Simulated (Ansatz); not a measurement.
## Ansatz (development build ahead of 0.2.0) run

```yaml
crystal:
  periodic: [false, false, false]
  atoms:
    - { symbol: C, position_ang: [0.0, 0.0, 0.0] }
    - { symbol: O, position_ang: [0.0, 0.0, 1.12866] }
    - { symbol: O, position_ang: [0.0, 0.0, -1.12866] }
basis:
  gaussian: { orbitals: cc-pVTZ }
hamiltonian:
  xc: hf
correlation:
  method: mp2
  frozen_orbitals: { C: 1, O: 1 }
output:
  forces: true
```

The input is written out in the form of the current development build from the run's settings.

The run gave:

```
Converged                                                          : yes
Reference energy                                                   : -187.70962 hartree
Correlation energy                                                 : -0.59175 hartree
Total energy                                                       : -188.30137 hartree
Spin squared of the determinant                                    : 0.000
Stability test                                                     : minimum among restricted orbitals
Occupied orbitals by symmetry in an Abelian subgroup (alpha; beta) : 4 Ag 3 B1u 1 B2g 1 B2u 1 B3g 1 B3u; 4 Ag 3 B1u 1 B2g 1 B2u 1 B3g 1 B3u
```

Forces (eV/Å):
```
atom     Fx     Fy      Fz
  C1  0.000  0.000   0.000
  O2  0.000  0.000   4.898
  O3  0.000  0.000  -4.898
```
